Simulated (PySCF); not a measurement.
System (SMILES): P (PH3).
Geometry (B3LYP-D3(BJ)/def2-TZVP, fixed):
```xyz
4

P      0.0029     0.0016     0.1282
H     -0.0038     1.1839    -0.6561
H      1.0120    -0.6137    -0.6568
H     -1.0521    -0.5944    -0.6098
```

Basis-set convergence of the isotropic shielding of H2 at HF with PySCF. GIAO, no density fitting; atoms are numbered in the order shown. All functions are spherical. No added dispersion term, no relativity. Reference: the value in pcSseg-3, 29.57 ppm, itself unsure by roughly 0.04 ppm (its mean distance from cc-pCVQZ, pcseg-3, pcSseg-2). Deviations are taken from unrounded values.

```json
[
 {"basis": "STO-3G", "functions": "12", "isotropic shielding of H2 (ppm)": "32.95", "minus reference (ppm)": "3.38"},
 {"basis": "pcSseg-0", "functions": "19", "isotropic shielding of H2 (ppm)": "31.53", "minus reference (ppm)": "1.96"},
 {"basis": "6-31G*", "functions": "24", "isotropic shielding of H2 (ppm)": "30.36", "minus reference (ppm)": "0.79"},
 {"basis": "def2-SV(P)", "functions": "24", "isotropic shielding of H2 (ppm)": "30.50", "minus reference (ppm)": "0.92"},
 {"basis": "def2-SVP", "functions": "33", "isotropic shielding of H2 (ppm)": "29.91", "minus reference (ppm)": "0.33"},
 {"basis": "pcseg-1", "functions": "33", "isotropic shielding of H2 (ppm)": "29.79", "minus reference (ppm)": "0.22"},
 {"basis": "cc-pV(D+d)Z", "functions": "38", "isotropic shielding of H2 (ppm)": "29.73", "minus reference (ppm)": "0.16"},
 {"basis": "6-311G**", "functions": "44", "isotropic shielding of H2 (ppm)": "29.82", "minus reference (ppm)": "0.25"},
 {"basis": "6-311++G(2d,2p)", "functions": "65", "isotropic shielding of H2 (ppm)": "29.74", "minus reference (ppm)": "0.17"},
 {"basis": "def2-TZVPD", "functions": "70", "isotropic shielding of H2 (ppm)": "29.78", "minus reference (ppm)": "0.21"},
 {"basis": "cc-pV(T+d)Z", "functions": "81", "isotropic shielding of H2 (ppm)": "29.64", "minus reference (ppm)": "0.07"},
 {"basis": "def2-TZVPPD", "functions": "99", "isotropic shielding of H2 (ppm)": "29.63", "minus reference (ppm)": "0.05"},
 {"basis": "aug-cc-pV(T+d)Z", "functions": "124", "isotropic shielding of H2 (ppm)": "29.62", "minus reference (ppm)": "0.05"}
]
```
